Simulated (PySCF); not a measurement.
A family of related molecules: H2E=Y. Isolated molecules, 0 K electronic values unless said otherwise. Strings in code marks are SMILES.

Calculation: r2SCAN-D4/def2-TZVP in PySCF. Delta-SCF ions had no search for a lower state. Excitations are Tamm–Dancoff values on a coarser integration grid. The basis has no diffuse functions, so Rydberg states are missing or too high.

```tsv
species	HOMO–LUMO gap (eV)	adiabatic ionisation energy (no zero-point term) (eV)	S1 oscillator strength	T1 excitation (TDA) (eV)	vertical ionisation energy (Delta-SCF) (eV)
`C=O`	4.25	10.64	0.000	3.55	10.66
`S=C`	2.26	9.17	0.000	1.77	9.18
`C=[Se]`	1.87	8.82	0.000	1.45	8.83
`C=N`	5.18	9.70	0.004	4.40	10.45
`O=[SiH2]`	4.18	10.43	0.000	3.74	10.67
`S=[SiH2]`	3.07	9.34	0.000	2.74	9.49
`[SiH2]=[Se]`	2.68	8.97	0.000	2.38	9.10
`N=[SiH2]`	4.20	9.06	0.002	3.12	9.83
`[O]=[GeH2]`	3.48	9.78	0.000	3.04	9.99
`[S]=[GeH2]`	2.68	9.03	0.000	2.37	9.15
`[GeH2]=[Se]`	2.38	8.72	0.000	2.09	8.82
`[O]=[SnH2]`	2.93	9.02	0.000	2.56	9.27
```
